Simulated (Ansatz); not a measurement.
This geometry of ClH3Si + H2O (8 atoms, charge 0, multiplicity 1) is a first-order saddle point.

These are results of RKS PBE0-D4/def2-SVP (Ansatz), not measurements.

```xyz
8
Properties=species:S:1:pos:R:3
Si -0.212 0.091 -0.117
Cl -0.022 0.815 2.235
H 0.996 -0.735 0.142
H -0.082 1.510 -0.524
H -0.784 -0.574 -1.353
O -1.827 -0.362 0.748
H -2.181 -1.257 0.632
H -1.545 -0.119 1.705
```

Task: Which two structures does it join? (They come from a converged band through this point; their orientation in space is the band's.)

Result: Bonds broken: Si1–Cl2, O6–H8. Bonds formed: Si1–O6, Cl2–H8. ClH3Si + H2O becomes ClH + H4OSi.

Initial state:

```xyz
8
Properties=species:S:1:pos:R:3
Si 0.339 0.033 -0.052
Cl 0.307 -0.159 2.029
H 1.784 0.054 -0.421
H -0.296 1.312 -0.450
H -0.295 -1.160 -0.671
O -2.562 0.031 0.720
H -2.775 -0.909 0.725
H -2.158 0.168 1.587
```

Final state:

```xyz
8
Properties=species:S:1:pos:R:3
Si -0.294 -0.089 -0.515
Cl -0.742 0.792 3.224
H 0.918 -0.836 -0.067
H -0.064 1.376 -0.454
H -0.643 -0.516 -1.902
O -1.600 -0.379 0.514
H -1.954 -1.274 0.533
H -1.278 0.298 2.136
```

Task: How far does it lie above each of them?

Result: 0.86 eV above the first and 0.79 eV above the second. This is the barrier of this one path; another mechanism may lie lower. The orbitals stay closed-shell, which can raise the energy where a bond breaks towards radicals; this wasn't checked here.

Time of the run: 5.9 min on 1 thread of Arm Neoverse V1 (shared host), peak memory 0.16 GiB.
